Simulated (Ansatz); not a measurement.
Ansatz (a first-principles code) input (PBE0/def2-QZVPP):
A basis named .json is the Basis Set Exchange file of that set.

Ansatz 0.2 input:
```yaml
crystal:
  periodic: [false, false, false]
  atoms:
    - {symbol: C, position_ang: [-0.52121597, 0.09785177, 0.02418323]}
    - {symbol: O, position_ang: [0.77519218, -0.14553262, -0.03596714]}
    - {symbol: H, position_ang: [-1.01292923, 0.00621803, 1.05553155]}
    - {symbol: H, position_ang: [-0.86240922, 1.14299440, -0.30004212]}
    - {symbol: H, position_ang: [-1.19890323, -0.57206207, -0.61285166]}
basis:
  gaussian:
    orbitals: def2-QZVPP.json
hamiltonian:
  xc: {name: PBE0}
total_charge: -1
```

End of the output:

```
integrals: 0.05 GiB planned
543 factors; their error is unknown
mean field: 0.71 GiB planned
mean field evaluation 1: about -3129.5682 eV, gradient 1.2e1 eV
mean field evaluation 2: about -3129.6777 eV, gradient 9.9e0 eV
mean field evaluation 4: about -3129.9099 eV, gradient 9.1e-1 eV
mean field evaluation 8: about -3129.9135 eV, gradient 1.7e-2 eV
mean field -3129.91348693 eV, -115.0221991130 hartree, gradient 1.7e-5 eV, S^2 0.000000; 0 other end points of the search recorded, 0 dependent functions left out
reference -3129.91351187 eV, -115.0222000296 hartree; 9, 9 occupied and 195, 195 virtual orbitals, 543 factors
Total energy: -3129.91351187 eV, -115.0222000296 hartree
```
